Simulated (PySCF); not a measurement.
# H₃OF, a complex of two parts: interaction energy, part 3 of 3

PySCF 2.14.0. Atoms count from 0, parts from 1.

### Step 8. Coupled-cluster interaction energy: CCSD(T) and MP2, 1.50 Å

The job: settings as JSON, then the geometry in Å.

```
{"job": {"kind": "intercc", "basis": "aug-cc-pVDZ", "basis_mid": "aug-cc-pVTZ", "basis_large": "aug-cc-pVQZ"}, "charge": 0, "multiplicity": 1, "parts": [{"atoms": "0-2", "charge": 0, "multiplicity": 1}, {"atoms": "3-4", "charge": 0, "multiplicity": 1}]}
O      0.011685     0.395525    -0.022830
H      0.788927    -0.082315    -0.326280
H     -0.720640    -0.223687    -0.091345
F     -0.409885     2.415421    -1.339199
H     -0.241503     1.650379    -0.813962
```

Method: CCSD(T)/aug-cc-pVDZ and MP2/aug-cc-pVTZ, aug-cc-pVQZ counterpoise interaction energy, frozen core, gas phase.

What it wrote:

```text
part 1, own basis, geometry of the cluster: E = -76.0603231585 (as before)

part 2, own basis, geometry of the cluster: E = -100.0592067595 (as before)

part 1, own basis, relaxed alone: E = -76.0604053955 (as before)

part 2, own basis, relaxed alone: E = -100.0608782152 (as before)

cluster
final grid: 4032 points
cycle   1  E = -176.1275235005  dE = -1.730e-02  |g| = 5.749e-02  |ddm| = 7.953e-01
cycle   2  E = -176.1289185788  dE = -1.395e-03  |g| = 2.094e-02  |ddm| = 1.310e-01
cycle   3  E = -176.1291363596  dE = -2.178e-04  |g| = 8.725e-03  |ddm| = 5.026e-02
cycle   4  E = -176.1291581529  dE = -2.179e-05  |g| = 2.588e-03  |ddm| = 1.467e-02
cycle   5  E = -176.1291605177  dE = -2.365e-06  |g| = 4.587e-04  |ddm| = 5.176e-03
cycle   6  E = -176.1291606126  dE = -9.491e-08  |g| = 9.488e-05  |ddm| = 1.349e-03
cycle   7  E = -176.1291606156  dE = -3.005e-09  |g| = 4.009e-05  |ddm| = 2.129e-04
cycle   8  E = -176.1291606160  dE = -3.911e-10  |g| = 7.239e-06  |ddm| = 6.962e-05
converged SCF energy = -176.1291606160

part 1 in the basis of the cluster
final grid: 4032 points
cycle   1  E = -76.0604513924  dE = -1.288e-04  |g| = 2.619e-03  |ddm| = 4.874e-01
cycle   2  E = -76.0604531343  dE = -1.742e-06  |g| = 3.411e-04  |ddm| = 5.853e-02
cycle   3  E = -76.0604531775  dE = -4.326e-08  |g| = 4.551e-05  |ddm| = 8.416e-03
cycle   4  E = -76.0604531782  dE = -7.008e-10  |g| = 2.392e-05  |ddm| = 3.432e-04
converged SCF energy = -76.0604531782

part 2 in the basis of the cluster
final grid: 4032 points
cycle   1  E = -100.0592805549  dE = -7.547e-05  |g| = 1.832e-03  |ddm| = 2.817e-01
cycle   2  E = -100.0592815880  dE = -1.033e-06  |g| = 2.424e-04  |ddm| = 2.758e-02
cycle   3  E = -100.0592816101  dE = -2.209e-08  |g| = 2.097e-05  |ddm| = 3.611e-03
cycle   4  E = -100.0592816102  dE = -1.354e-10  |g| = 1.027e-05  |ddm| = 1.089e-04
converged SCF energy = -100.0592816102

Interaction energy (kcal/mol)
  counterpoise       -7.170
  uncorrected        -8.001
  dispersion part     0.000
  deformation         0.334
  binding            -6.835

Decomposition of the uncorrected value (kcal/mol)
  electrostatic     -21.257
  Pauli              27.097
  orbital           -11.885
  dispersion          0.000
  correlation        -1.956

Charge of each part in the cluster: 0.046 -0.046
part 1, own basis, geometry of the cluster: E = -76.0656846089 (as before)

part 2, own basis, geometry of the cluster: E = -100.0665907084 (as before)

part 1, own basis, relaxed alone: E = -76.0657738116 (as before)

part 2, own basis, relaxed alone: E = -100.0683486511 (as before)

cluster
final grid: 4032 points
cycle   1  E = -176.1401834867  dE = -1.727e-02  |g| = 5.747e-02  |ddm| = 9.386e-01
cycle   2  E = -176.1415875325  dE = -1.404e-03  |g| = 2.116e-02  |ddm| = 1.287e-01
cycle   3  E = -176.1418076911  dE = -2.202e-04  |g| = 8.546e-03  |ddm| = 4.896e-02
cycle   4  E = -176.1418292483  dE = -2.156e-05  |g| = 2.697e-03  |ddm| = 1.435e-02
cycle   5  E = -176.1418316063  dE = -2.358e-06  |g| = 4.898e-04  |ddm| = 4.893e-03
cycle   6  E = -176.1418317128  dE = -1.065e-07  |g| = 9.681e-05  |ddm| = 1.495e-03
cycle   7  E = -176.1418317159  dE = -3.124e-09  |g| = 4.112e-05  |ddm| = 2.740e-04
cycle   8  E = -176.1418317163  dE = -4.057e-10  |g| = 7.475e-06  |ddm| = 9.387e-05
converged SCF energy = -176.1418317163

part 1 in the basis of the cluster
final grid: 4032 points
cycle   1  E = -76.0657270143  dE = -4.210e-05  |g| = 1.348e-03  |ddm| = 5.365e-01
cycle   2  E = -76.0657274424  dE = -4.280e-07  |g| = 1.558e-04  |ddm| = 5.741e-02
cycle   3  E = -76.0657274515  dE = -9.089e-09  |g| = 1.482e-05  |ddm| = 7.510e-03
cycle   4  E = -76.0657274516  dE = -1.309e-10  |g| = 2.908e-06  |ddm| = 3.151e-04
converged SCF energy = -76.0657274516

part 2 in the basis of the cluster
final grid: 4032 points
cycle   1  E = -100.0666521238  dE = -6.257e-05  |g| = 1.587e-03  |ddm| = 3.640e-01
cycle   2  E = -100.0666527442  dE = -6.204e-07  |g| = 1.860e-04  |ddm| = 3.469e-02
cycle   3  E = -100.0666527559  dE = -1.165e-08  |g| = 1.557e-05  |ddm| = 4.348e-03
cycle   4  E = -100.0666527560  dE = -1.063e-10  |g| = 4.467e-06  |ddm| = 1.859e-04
converged SCF energy = -100.0666527560

Interaction energy (kcal/mol)
  counterpoise       -7.526
  uncorrected        -8.060
  dispersion part     0.000
  deformation         0.430
  binding            -7.096

Decomposition of the uncorrected value (kcal/mol)
  electrostatic     -21.213
  Pauli              27.090
  orbital           -11.874
  dispersion          0.000
  correlation        -2.062

Charge of each part in the cluster: 0.046 -0.046
part 1 in the basis of the cluster: E(HF) = -76.041598394  E2 = -0.220958351  E(CCSD corr) = -0.228641614  (T) = -0.005412113
part 2 in the basis of the cluster: E(HF) = -100.031833104  E2 = -0.224432226  E(CCSD corr) = -0.227983763  (T) = -0.004375042
cluster: E(HF) = -176.082334486  E2 = -0.446187612  E(CCSD corr) = -0.456725657  (T) = -0.010133069

Counterpoise interaction energy (kcal/mol)
  hf_small                  -5.587
  mp2_small                 -6.087
  ccsd_small                -5.650
  ccsdt_small               -5.867
  hf_large                  -5.931
  mp2_large                 -7.526
  hf_middle                 -5.915
  mp2_middle                -7.170
  scs_mp2_large             -6.622
  mp2_limit                 -7.775
  ccsdt_less_mp2             0.220
  ccsdt_limit_estimate      -7.555
  bsse_mp2_large             0.533
```

Run time: 27 s. Hardware: 1 thread of Arm Neoverse N1, shared host; peak memory 0.43 GiB.

Contacts at this geometry (a selection, picked against the atoms' radii; other short pairs can be missing):

| atoms | distance (Å) | kind (by distance and angle) | angle (°) |
| --- | --- | --- | --- |
| H4···O0 | 1.50 | hydrogen bond | 178 |

Differences are taken before rounding.

| method | interaction energy (kcal/mol) | from CCSD(T), limit estimate (kcal/mol) |
| --- | --- | --- |
| HF/aug-cc-pVDZ | -5.59 | +1.97 |
| MP2/aug-cc-pVDZ | -6.09 | +1.47 |
| CCSD/aug-cc-pVDZ | -5.65 | +1.91 |
| CCSD(T)/aug-cc-pVDZ | -5.87 | +1.69 |
| HF/aug-cc-pVQZ | -5.93 | +1.62 |
| MP2/aug-cc-pVQZ | -7.53 | +0.03 |
| SCS-MP2/aug-cc-pVQZ | -6.62 | +0.93 |
| MP2, extrapolated | -7.78 | -0.22 |
| CCSD(T), limit estimate | -7.55 | 0 |

These energies keep the parts at their geometry in the cluster; deforming them to it costs 0.43 kcal/mol (MP2).

### Step 9. Coupled-cluster interaction energy: CCSD(T) and MP2, 2.51 Å

The job, as its differences from that of step 8:

```diff
@@ -4,3 +4,3 @@
 H     -0.720640    -0.223687    -0.091345
-F     -0.409885     2.415421    -1.339199
-H     -0.241503     1.650379    -0.813962
+F     -0.578677     3.251990    -1.866621
+H     -0.410295     2.486948    -1.341384
```

Level: CCSD(T)/aug-cc-pVDZ and MP2/aug-cc-pVTZ, aug-cc-pVQZ counterpoise interaction energy, frozen core, gas phase.

What it wrote:

```text
part 1, own basis, geometry of the cluster: E = -76.0603231585 (as before)

part 2, own basis, geometry of the cluster: E = -100.0592067595 (as before)

part 1, own basis, relaxed alone: E = -76.0604053955 (as before)

part 2, own basis, relaxed alone: E = -100.0608782152 (as before)

cluster
final grid: 4032 points
cycle   1  E = -176.1267272917  dE = -9.522e-04  |g| = 1.293e-02  |ddm| = 2.854e-01
cycle   2  E = -176.1268058496  dE = -7.856e-05  |g| = 5.379e-03  |ddm| = 3.994e-02
cycle   3  E = -176.1268173994  dE = -1.155e-05  |g| = 2.716e-03  |ddm| = 1.145e-02
cycle   4  E = -176.1268203413  dE = -2.942e-06  |g| = 4.981e-04  |ddm| = 5.609e-03
cycle   5  E = -176.1268204767  dE = -1.354e-07  |g| = 1.088e-04  |ddm| = 1.165e-03
cycle   6  E = -176.1268204830  dE = -6.283e-09  |g| = 2.850e-05  |ddm| = 3.234e-04
cycle   7  E = -176.1268204832  dE = -2.120e-10  |g| = 1.031e-05  |ddm| = 5.205e-05
converged SCF energy = -176.1268204832

part 1 in the basis of the cluster
final grid: 4032 points
cycle   1  E = -76.0603771462  dE = -5.460e-05  |g| = 1.669e-03  |ddm| = 2.363e-01
cycle   2  E = -76.0603779883  dE = -8.421e-07  |g| = 2.260e-04  |ddm| = 2.474e-02
cycle   3  E = -76.0603780090  dE = -2.064e-08  |g| = 2.417e-05  |ddm| = 3.339e-03
cycle   4  E = -76.0603780093  dE = -2.711e-10  |g| = 1.140e-05  |ddm| = 2.325e-04
converged SCF energy = -76.0603780093

part 2 in the basis of the cluster
final grid: 4032 points
cycle   1  E = -100.0592389314  dE = -3.253e-05  |g| = 1.205e-03  |ddm| = 1.293e-01
cycle   2  E = -100.0592393757  dE = -4.443e-07  |g| = 1.585e-04  |ddm| = 1.551e-02
cycle   3  E = -100.0592393848  dE = -9.150e-09  |g| = 1.449e-05  |ddm| = 2.567e-03
cycle   4  E = -100.0592393849  dE = -3.855e-11  |g| = 7.443e-06  |ddm| = 1.060e-04
converged SCF energy = -100.0592393849

Interaction energy (kcal/mol)
  counterpoise       -4.624
  uncorrected        -4.896
  dispersion part     0.000
  deformation         0.334
  binding            -4.290

Decomposition of the uncorrected value (kcal/mol)
  electrostatic      -4.556
  Pauli               0.637
  orbital            -0.656
  dispersion          0.000
  correlation        -0.320

Charge of each part in the cluster: 0.005 -0.005
part 1, own basis, geometry of the cluster: E = -76.0656846089 (as before)

part 2, own basis, geometry of the cluster: E = -100.0665907084 (as before)

part 1, own basis, relaxed alone: E = -76.0657738116 (as before)

part 2, own basis, relaxed alone: E = -100.0683486511 (as before)

cluster
final grid: 4032 points
cycle   1  E = -176.1394240906  dE = -9.056e-04  |g| = 1.296e-02  |ddm| = 3.106e-01
cycle   2  E = -176.1395028585  dE = -7.877e-05  |g| = 5.484e-03  |ddm| = 3.679e-02
cycle   3  E = -176.1395145578  dE = -1.170e-05  |g| = 2.737e-03  |ddm| = 1.013e-02
cycle   4  E = -176.1395175631  dE = -3.005e-06  |g| = 5.120e-04  |ddm| = 5.200e-03
cycle   5  E = -176.1395176989  dE = -1.358e-07  |g| = 1.168e-04  |ddm| = 1.179e-03
cycle   6  E = -176.1395177061  dE = -7.201e-09  |g| = 2.892e-05  |ddm| = 3.621e-04
cycle   7  E = -176.1395177064  dE = -2.117e-10  |g| = 1.043e-05  |ddm| = 5.013e-05
converged SCF energy = -176.1395177064

part 1 in the basis of the cluster
final grid: 4032 points
cycle   1  E = -76.0657037041  dE = -1.912e-05  |g| = 8.579e-04  |ddm| = 2.301e-01
cycle   2  E = -76.0657039347  dE = -2.306e-07  |g| = 1.107e-04  |ddm| = 2.272e-02
cycle   3  E = -76.0657039404  dE = -5.758e-09  |g| = 1.264e-05  |ddm| = 3.104e-03
cycle   4  E = -76.0657039405  dE = -8.434e-11  |g| = 5.007e-06  |ddm| = 2.087e-04
converged SCF energy = -76.0657039405

part 2 in the basis of the cluster
final grid: 4032 points
cycle   1  E = -100.0666084156  dE = -1.827e-05  |g| = 8.630e-04  |ddm| = 1.684e-01
cycle   2  E = -100.0666086397  dE = -2.240e-07  |g| = 1.048e-04  |ddm| = 1.346e-02
cycle   3  E = -100.0666086437  dE = -3.991e-09  |g| = 5.862e-06  |ddm| = 1.668e-03
cycle   4  E = -100.0666086437  dE = -1.384e-11  |g| = 1.382e-06  |ddm| = 1.068e-04
converged SCF energy = -100.0666086437

Interaction energy (kcal/mol)
  counterpoise       -4.667
  uncorrected        -4.772
  dispersion part     0.000
  deformation         0.430
  binding            -4.236

Decomposition of the uncorrected value (kcal/mol)
  electrostatic      -4.555
  Pauli               0.637
  orbital            -0.627
  dispersion          0.000
  correlation        -0.227

Charge of each part in the cluster: 0.005 -0.005
part 1 in the basis of the cluster: E(HF) = -76.041276078  E2 = -0.219877232  E(CCSD corr) = -0.227622553  (T) = -0.005276599
part 2 in the basis of the cluster: E(HF) = -100.031773529  E2 = -0.223969086  E(CCSD corr) = -0.227527804  (T) = -0.004296088
cluster: E(HF) = -176.080374440  E2 = -0.443850704  E(CCSD corr) = -0.455073977  (T) = -0.009618601

Counterpoise interaction energy (kcal/mol)
  hf_small                  -4.596
  mp2_small                 -4.599
  ccsd_small                -4.548
  ccsdt_small               -4.577
  hf_large                  -4.521
  mp2_large                 -4.667
  hf_middle                 -4.520
  mp2_middle                -4.624
  scs_mp2_large             -4.529
  mp2_limit                 -4.697
  ccsdt_less_mp2             0.022
  ccsdt_limit_estimate      -4.675
  bsse_mp2_large             0.105
```

Wall time 27 s (1 thread of Arm Neoverse N1, shared host); peak memory 0.43 GiB.

Contacts at this geometry (a selection, picked against the atoms' radii; other short pairs can be missing):

| atoms | distance (Å) | kind (by distance and angle) | angle (°) |
| --- | --- | --- | --- |
| O0···H4 | 2.51 | hydrogen bond | 178 |

Differences are taken before rounding.

| method | interaction energy (kcal/mol) | from CCSD(T), limit estimate (kcal/mol) |
| --- | --- | --- |
| HF/aug-cc-pVDZ | -4.60 | +0.08 |
| MP2/aug-cc-pVDZ | -4.60 | +0.08 |
| CCSD/aug-cc-pVDZ | -4.55 | +0.13 |
| CCSD(T)/aug-cc-pVDZ | -4.58 | +0.10 |
| HF/aug-cc-pVQZ | -4.52 | +0.15 |
| MP2/aug-cc-pVQZ | -4.67 | +0.01 |
| SCS-MP2/aug-cc-pVQZ | -4.53 | +0.15 |
| MP2, extrapolated | -4.70 | -0.02 |
| CCSD(T), limit estimate | -4.68 | 0 |

These energies keep the parts at their geometry in the cluster; deforming them to it costs 0.43 kcal/mol (MP2).

### Step 10. Coupled-cluster interaction energy: CCSD(T) and MP2, 3.34 Å

The job, as its differences from that of step 9:

```diff
@@ -4,3 +4,3 @@
 H     -0.720640    -0.223687    -0.091345
-F     -0.578677     3.251990    -1.866621
-H     -0.410295     2.486948    -1.341384
+F     -0.719337     3.949131    -2.306139
+H     -0.550955     3.184089    -1.780902
```

With the program's defaults for keys left out, this is: CCSD(T)/aug-cc-pVDZ and MP2/aug-cc-pVTZ, aug-cc-pVQZ counterpoise interaction energy, frozen core, gas phase.

What it wrote:

```text
part 1, own basis, geometry of the cluster: E = -76.0603231585 (as before)

part 2, own basis, geometry of the cluster: E = -100.0592067595 (as before)

part 1, own basis, relaxed alone: E = -76.0604053955 (as before)

part 2, own basis, relaxed alone: E = -100.0608782152 (as before)

cluster
final grid: 4032 points
cycle   1  E = -176.1228008672  dE = -1.831e-04  |g| = 5.802e-03  |ddm| = 1.852e-01
cycle   2  E = -176.1228150840  dE = -1.422e-05  |g| = 2.573e-03  |ddm| = 2.597e-02
cycle   3  E = -176.1228171506  dE = -2.067e-06  |g| = 1.149e-03  |ddm| = 5.627e-03
cycle   4  E = -176.1228177487  dE = -5.981e-07  |g| = 2.041e-04  |ddm| = 3.241e-03
cycle   5  E = -176.1228177751  dE = -2.639e-08  |g| = 4.879e-05  |ddm| = 5.517e-04
cycle   6  E = -176.1228177765  dE = -1.377e-09  |g| = 1.361e-05  |ddm| = 1.620e-04
cycle   7  E = -176.1228177765  dE = -5.386e-11  |g| = 4.906e-06  |ddm| = 2.946e-05
converged SCF energy = -176.1228177765

part 1 in the basis of the cluster
final grid: 4032 points
cycle   1  E = -76.0603332581  dE = -1.017e-05  |g| = 6.490e-04  |ddm| = 5.732e-02
cycle   2  E = -76.0603334490  dE = -1.910e-07  |g| = 1.063e-04  |ddm| = 7.836e-03
cycle   3  E = -76.0603334556  dE = -6.526e-09  |g| = 9.864e-06  |ddm| = 1.597e-03
cycle   4  E = -76.0603334556  dE = -5.889e-11  |g| = 2.152e-06  |ddm| = 9.584e-05
converged SCF energy = -76.0603334556

part 2 in the basis of the cluster
final grid: 4032 points
cycle   1  E = -100.0592227090  dE = -1.623e-05  |g| = 7.754e-04  |ddm| = 1.591e-01
cycle   2  E = -100.0592229255  dE = -2.165e-07  |g| = 1.008e-04  |ddm| = 1.817e-02
cycle   3  E = -100.0592229297  dE = -4.241e-09  |g| = 8.291e-06  |ddm| = 2.607e-03
cycle   4  E = -100.0592229298  dE = -1.278e-11  |g| = 4.314e-06  |ddm| = 4.625e-05
converged SCF energy = -100.0592229298

Interaction energy (kcal/mol)
  counterpoise       -1.989
  uncorrected        -2.070
  dispersion part     0.000
  deformation         0.334
  binding            -1.655

Decomposition of the uncorrected value (kcal/mol)
  electrostatic      -1.966
  Pauli               0.028
  orbital            -0.125
  dispersion          0.000
  correlation        -0.007

Charge of each part in the cluster: 0.001 -0.001
part 1, own basis, geometry of the cluster: E = -76.0656846089 (as before)

part 2, own basis, geometry of the cluster: E = -100.0665907084 (as before)

part 1, own basis, relaxed alone: E = -76.0657738116 (as before)

part 2, own basis, relaxed alone: E = -100.0683486511 (as before)

cluster
final grid: 4032 points
cycle   1  E = -176.1355247063  dE = -1.629e-04  |g| = 5.708e-03  |ddm| = 2.016e-01
cycle   2  E = -176.1355381898  dE = -1.348e-05  |g| = 2.608e-03  |ddm| = 2.551e-02
cycle   3  E = -176.1355402215  dE = -2.032e-06  |g| = 1.138e-03  |ddm| = 5.119e-03
cycle   4  E = -176.1355408277  dE = -6.062e-07  |g| = 2.064e-04  |ddm| = 3.061e-03
cycle   5  E = -176.1355408533  dE = -2.562e-08  |g| = 5.023e-05  |ddm| = 5.078e-04
cycle   6  E = -176.1355408547  dE = -1.438e-09  |g| = 1.387e-05  |ddm| = 1.706e-04
cycle   7  E = -176.1355408548  dE = -5.383e-11  |g| = 4.934e-06  |ddm| = 2.767e-05
converged SCF energy = -176.1355408548

part 1 in the basis of the cluster
final grid: 4032 points
cycle   1  E = -76.0656922201  dE = -7.526e-06  |g| = 5.175e-04  |ddm| = 1.347e-01
cycle   2  E = -76.0656923135  dE = -9.344e-08  |g| = 6.552e-05  |ddm| = 1.426e-02
cycle   3  E = -76.0656923156  dE = -2.067e-09  |g| = 5.714e-06  |ddm| = 2.026e-03
cycle   4  E = -76.0656923156  dE = -1.972e-11  |g| = 1.475e-06  |ddm| = 1.035e-04
converged SCF energy = -76.0656923156

part 2 in the basis of the cluster
final grid: 4032 points
cycle   1  E = -100.0665994953  dE = -9.160e-06  |g| = 5.791e-04  |ddm| = 1.398e-01
cycle   2  E = -100.0665996032  dE = -1.078e-07  |g| = 6.940e-05  |ddm| = 1.547e-02
cycle   3  E = -100.0665996050  dE = -1.852e-09  |g| = 3.295e-06  |ddm| = 2.325e-03
cycle   4  E = -100.0665996050  dE = -4.093e-12  |g| = 4.516e-07  |ddm| = 7.878e-05
converged SCF energy = -100.0665996050

Interaction energy (kcal/mol)
  counterpoise       -1.996
  uncorrected        -2.025
  dispersion part     0.000
  deformation         0.430
  binding            -1.566

Decomposition of the uncorrected value (kcal/mol)
  electrostatic      -1.964
  Pauli               0.027
  orbital            -0.112
  dispersion          0.000
  correlation         0.024

Charge of each part in the cluster: 0.001 -0.001
part 1 in the basis of the cluster: E(HF) = -76.041197795  E2 = -0.219679707  E(CCSD corr) = -0.227435332  (T) = -0.005239290
part 2 in the basis of the cluster: E(HF) = -100.031740311  E2 = -0.223865971  E(CCSD corr) = -0.227425732  (T) = -0.004269824
cluster: E(HF) = -176.076222755  E2 = -0.443411096  E(CCSD corr) = -0.454701301  (T) = -0.009498125

Counterpoise interaction energy (kcal/mol)
  hf_small                  -2.061
  mp2_small                 -1.977
  ccsd_small                -1.961
  ccsdt_small               -1.954
  hf_large                  -2.039
  mp2_large                 -1.996
  hf_middle                 -2.047
  mp2_middle                -1.989
  scs_mp2_large             -1.961
  mp2_limit                 -2.007
  ccsdt_less_mp2             0.023
  ccsdt_limit_estimate      -1.985
  bsse_mp2_large             0.029
```

Run time: 28 s. Hardware: 1 thread of Arm Neoverse N1, shared host; peak memory 0.43 GiB.

Contacts at this geometry (a selection, picked against the atoms' radii; other short pairs can be missing):

| atoms | distance (Å) | kind (by distance and angle) | angle (°) |
| --- | --- | --- | --- |
| O0···H4 | 3.34 | beyond van der Waals contact | – |

Differences are taken before rounding.

| method | interaction energy (kcal/mol) | from CCSD(T), limit estimate (kcal/mol) |
| --- | --- | --- |
| HF/aug-cc-pVDZ | -2.06 | -0.08 |
| MP2/aug-cc-pVDZ | -1.98 | +0.01 |
| CCSD/aug-cc-pVDZ | -1.96 | +0.02 |
| CCSD(T)/aug-cc-pVDZ | -1.95 | +0.03 |
| HF/aug-cc-pVQZ | -2.04 | -0.05 |
| MP2/aug-cc-pVQZ | -2.00 | -0.01 |
| SCS-MP2/aug-cc-pVQZ | -1.96 | +0.02 |
| MP2, extrapolated | -2.01 | -0.02 |
| CCSD(T), limit estimate | -1.98 | 0 |

These energies keep the parts at their geometry in the cluster; deforming them to it costs 0.43 kcal/mol (MP2).

### Step 11. The curve

Counterpoise interaction energies (kcal/mol):

| O0···H4 (Å) | HF | MP2 limit | CCSD(T) estimate | time |
| --- | --- | --- | --- | --- |
| 1.50 | -5.93 | -7.78 | -7.55 | 27 s |
| 1.59 | -7.11 | -8.70 | -8.54 | 28 s |
| 1.67 | -7.68 | -9.04 | -8.92 | 31 s |
| 1.76 | -7.84 | -9.00 | -8.91 | 27 s |
| 1.84 | -7.74 | -8.71 | -8.65 | 28 s |
| 2.09 | -6.66 | -7.21 | -7.18 | 28 s |
| 2.51 | -4.52 | -4.70 | -4.68 | 27 s |
| 3.34 | -2.04 | -2.01 | -1.98 | 28 s |

### Step 12. Results

The summary covers parts 1 to 3.

| quantity | value |
| --- | --- |
| point group | Cs |
| rotational constants (main isotopes) | 326.40, 7.67, 7.57 GHz |
| CCSD(T) estimate at 1.50 Å | -7.55 kcal/mol |
| CCSD(T) estimate at 1.59 Å | -8.54 kcal/mol |
| CCSD(T) estimate at 1.67 Å | -8.92 kcal/mol |
| CCSD(T) estimate at 1.76 Å | -8.91 kcal/mol |
| CCSD(T) estimate at 1.84 Å | -8.65 kcal/mol |
| CCSD(T) estimate at 2.09 Å | -7.18 kcal/mol |
| CCSD(T) estimate at 2.51 Å | -4.68 kcal/mol |
| CCSD(T) estimate at 3.34 Å | -1.98 kcal/mol |

What this shows: The optimisation took 4 steps and gained 0.060 eV; among the close pairs (by a distance rule), O0–H1 changed most, from 0.931 to 0.962 Å. Along the rigid scan the CCSD(T) estimate is lowest at 1.67 Å (-8.92 kcal/mol), where MP2 at the limit misses it by -0.12 and Hartree-Fock by +1.25.
